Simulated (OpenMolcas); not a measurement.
# [SiH3]− (SMILES [SiH3-]): levels of theory compared

Aim: a comparison of 6 runs (UHF/STO-3G, B2PLYP/STO-3G, PBE0/STO-3G, SVWN5/STO-3G, UPBE/STO-3G, r2SCAN/STO-3G) of [SiH3]−. 

The results are computed with OpenMolcas 26.06.

**1. The molecule**

The species is [SiH3]− (4 atoms), meant as a singlet with charge -1. As SMILES, `[SiH3-]`. The Si1–H4 distance was set to 2.319 Å, away from the relaxed value. At this shape a bond of the SMILES string is far longer than usual.

Bond lengths: Si1–H2 1.546 Å, Si1–H3 1.546 Å. Angles: H2–Si1–H3 94.1°. A long bond or contact: Si1–H4 2.319 Å.

**2. The energy at UHF/STO-3G (run 1)**

Input file test.input:

```
&GATEWAY
  BasLib=$CurrDir
  BasisSet
  Si.STO-3G....
  Si1 1.143471 -0.432163 -0.005440 angstrom
  End of Basis
  BasisSet
  H.STO-3G....
  H2 1.030371 0.240837 1.381360 angstrom
  H3 0.305271 -1.665163 0.402260 angstrom
  H4 -0.667800 0.712200 -0.891800 angstrom
  End of Basis

&SEWARD

&SCF
  UHF
  Charge=-1
  Thresholds=1e-10 1e-07 1e-07 1e-05
  Scramble=0.25
  PrOrbitals=1 1
```

The basis set STO-3G is read from a file made from the Basis Set Exchange's data (not shown).

Command:

```sh
$ export MOLCAS_MEM=1860
$ pymolcas test.input > test.log
```

The log of the run:

```text
--- Start Module: gateway ---
[...]
--- Stop Module: gateway /rc=_RC_ALL_IS_WELL_ ---
--- Start Module: seward ---
[...]
      Basis functions           12
--- Stop Module: seward /rc=_RC_ALL_IS_WELL_ ---
--- Start Module: scf ---
[...]
       Convergence after  20 Iterations
[...]
::    Total SCF energy                               -286.9858303532
[...]
      Total spin, S                                     0.2820378085
[...]
      Total electronic charge=   18.000000
      Total            charge=   -1.000000
[...]
      Dipole Moment (debye):
      Origin of the operator (angstrom)=    1.0537   -0.4132    0.0241
                   X=  2.6885E+00               Y= -1.2996E+00               Z=  5.3921E-01           Total=  3.0344E+00
      Center of Charge (angstrom)
[...]
--- Stop Module: scf /rc=_RC_ALL_IS_WELL_ ---
[...]
```

It took 1.5 s on 1 thread of Arm Neoverse V2, shared host; peak memory 0.37 GiB.

**3. The energy at B2PLYP/STO-3G (run 2)**

Input file test.inp:

```
* H3Si Kohn-Sham DFT
&GATEWAY
BasLib=$CurrDir
BasisSet
Si.STO-3G....
Si1 1.143471 -0.432163 -0.005440 angstrom
End of Basis
BasisSet
H.STO-3G....
H2 1.030371 0.240837 1.381360 angstrom
H3 0.305271 -1.665163 0.402260 angstrom
H4 -0.667800 0.712200 -0.891800 angstrom
End of Basis
&SEWARD
GridInput
Grid=UltraFine
End of Grid
&SCF
Charge=-1
KSDFT=B2PLYP_SCF
Thresholds=1e-10 1e-07 1e-07 1e-05
PrOrbitals=1 1
&MBPT2
Frozen=5
```

The basis set STO-3G is read from a file made from the Basis Set Exchange's data (not shown).

Command:

```sh
$ export MOLCAS_MEM=1860
$ pymolcas test.inp > test.log
```

The log of the run:

```text
--- Start Module: gateway ---
[...]
--- Stop Module: gateway /rc=_RC_ALL_IS_WELL_ ---
[...]
      Basis functions           12
[...]
--- Start Module: scf ---
[...]
       Convergence after  13 Iterations
[...]
::    Total KS-DFT energy                            -287.4345438505
[...]
      Total spin, S                                     0.0000000000
[...]
      Total electronic charge=   18.000000
      Total            charge=   -1.000000
[...]
      Dipole Moment (debye):
      Origin of the operator (angstrom)=    1.0537   -0.4132    0.0241
                   X=  3.1785E+00               Y= -1.7004E+00               Z=  9.5648E-01           Total=  3.7295E+00
      Center of Charge (angstrom)
[...]
--- Stop Module: scf /rc=_RC_ALL_IS_WELL_ ---
[...]
--- Start Module: mbpt2 ---
[...]
 ###    WARNING: MP2 implementation intended for RHF references only         ###
 ###############################################################################
MBPT2 WARNING: Reference function according to RunFile:KS-DFT
I'll assume you know what you're doing and continue
WARNING!
Default frozen orbitals as non valence orbitals is overwritten by user input.
Default values:   2
[...]
       Reference weight ( Cref**2 )         =        0.92394
::    Total MBPT2 energy                             -287.5102648225
[...]
      Total MBPT2 calculations                           0.03      0.03
--- Stop Module: mbpt2 /rc=_RC_ALL_IS_WELL_ ---
[...]
```

Run time: 2.9 s. Hardware: 1 thread of Arm Neoverse V2, shared host; peak memory 0.37 GiB.

**4. A single-point energy at PBE0/STO-3G (run 3)**

test.input: that of step 2 with these lines changed.

```diff
@@ -1 +1,3 @@
+* H3Si Kohn-Sham DFT
+
 &GATEWAY
@@ -14,8 +16,10 @@
 &SEWARD
+  GridInput
+  Grid=UltraFine
+  End of Grid
 
 &SCF
-  UHF
   Charge=-1
+  KSDFT=PBE0
   Thresholds=1e-10 1e-07 1e-07 1e-05
-  Scramble=0.25
   PrOrbitals=1 1
```

The basis set STO-3G is read from a file made from the Basis Set Exchange's data (not shown).

Command:

```sh
$ export MOLCAS_MEM=1860
$ pymolcas test.input > test.log
```

The log of the run:

```text
--- Start Module: gateway ---
[...]
--- Stop Module: gateway /rc=_RC_ALL_IS_WELL_ ---
--- Start Module: seward ---
[...]
      Basis functions           12
--- Stop Module: seward /rc=_RC_ALL_IS_WELL_ ---
--- Start Module: scf ---
[...]
       Convergence after  13 Iterations
[...]
::    Total KS-DFT energy                            -287.4951886170
[...]
      Total spin, S                                     0.0000000000
[...]
      Total electronic charge=   18.000000
      Total            charge=   -1.000000
[...]
      Dipole Moment (debye):
      Origin of the operator (angstrom)=    1.0537   -0.4132    0.0241
                   X=  2.8441E+00               Y= -1.5453E+00               Z=  9.0221E-01           Total=  3.3602E+00
      Center of Charge (angstrom)
[...]
--- Stop Module: scf /rc=_RC_ALL_IS_WELL_ ---
[...]
```

Run time: 3.3 s. Hardware: 1 thread of Arm Neoverse V2, shared host; peak memory 0.37 GiB.

Runs 4 to 5 aren't shown in full; the table further down has their settings and results.

**5. The energy at r2SCAN/STO-3G (run 6)**

Input file test.input:

```
&gateway
  baslib=$CurrDir
  basisset
  Si.STO-3G....
  Si1 1.143471 -0.432163 -0.005440 angstrom
  End of Basis
  basisset
  H.STO-3G....
  H2 1.030371 0.240837 1.381360 angstrom
  H3 0.305271 -1.665163 0.402260 angstrom
  H4 -0.667800 0.712200 -0.891800 angstrom
  End of Basis

&seward
  gridinput
  Grid=UltraFine
  End of Grid

&scf
  charge=-1
  ksdft=2
  1.0 MGGA_X_R2SCAN
  1.0 MGGA_C_R2SCAN
  thresholds=1e-10 1e-07 1e-07 1e-05
  prorbitals=1 1
```

The basis set STO-3G is read from a file made from the Basis Set Exchange's data (not shown).

Command:

```sh
$ export MOLCAS_MEM=1860
$ pymolcas test.input > test.log
```

The log of the run:

```text
--- Start Module: gateway ---
[...]
--- Stop Module: gateway /rc=_RC_ALL_IS_WELL_ ---
--- Start Module: seward ---
[...]
      Basis functions           12
--- Stop Module: seward /rc=_RC_ALL_IS_WELL_ ---
--- Start Module: scf ---
[...]
       Convergence after  16 Iterations
[...]
::    Total KS-DFT energy                            -287.6014406668
[...]
      Total spin, S                                     0.0000000000
[...]
      Total electronic charge=   18.000000
      Total            charge=   -1.000000
[...]
      Dipole Moment (debye):
      Origin of the operator (angstrom)=    1.0537   -0.4132    0.0241
                   X=  2.8575E+00               Y= -1.5251E+00               Z=  8.5306E-01           Total=  3.3495E+00
      Center of Charge (angstrom)
[...]
--- Stop Module: scf /rc=_RC_ALL_IS_WELL_ ---
[...]
```

Wall time 4.2 s (1 thread of Arm Neoverse V2, shared host); peak memory 0.37 GiB.

**6. The series**

| run | level | scramble | frozen core orbitals | energy (Eh) | HOMO energy (eV) | LUMO energy (eV) | HOMO–LUMO gap (eV) | wall time |
| --- | --- | --- | --- | --- | --- | --- | --- | --- |
| 1 | UHF/STO-3G | 0.25 | – | -286.985830 | 3.48 | 15.94 | 12.47 | 1.5 s |
| 2 | B2PLYP/STO-3G | – | 5 | -287.454989 | 4.35 | 12.99 | 8.64 | 2.9 s |
| 3 | PBE0/STO-3G | – | – | -287.495189 | 5.36 | 11.61 | 6.24 | 3.3 s |
| 4 | SVWN5/STO-3G | – | – | -286.385971 | 6.77 | 10.82 | 4.05 | 2.9 s |
| 5 | UPBE/STO-3G | 0.25 | – | -287.460505 | 6.53 | 10.67 | 4.15 | 4.8 s |
| 6 | r2SCAN/STO-3G | – | – | -287.601441 | 6.22 | 10.75 | 4.54 | 4.2 s |

**7. What came out**

| quantity | value |
| --- | --- |
| run 6: total energy | -287.60144 Eh |
| run 6: HOMO energy | 6.22 eV |
| run 6: LUMO energy | 10.75 eV |
| run 6: HOMO–LUMO gap (to an unbound level, set by the basis) | 4.54 eV |

In words: The HOMO–LUMO gap runs from 4.05 eV (SVWN5/STO-3G) to 12.47 eV (UHF/STO-3G). The empty levels of an anion lie above zero and hang on the basis. For B2PLYP the log adds the whole second-order term; the table takes 0.27 of it, as the functional is defined. Totals of different functionals can't be ranked against each other. In runs 1, 2, 3, 4, 5, 6 the HOMO lies above zero, so the outermost electron may be held by the basis alone. In runs 1, 2, 3, 4, 5, 6 the basis is minimal, so the values are rough. Spin contamination of the reference: run 1 ⟨S²⟩ = 0.36. All runs together took 20 s, the longest 4.8 s.
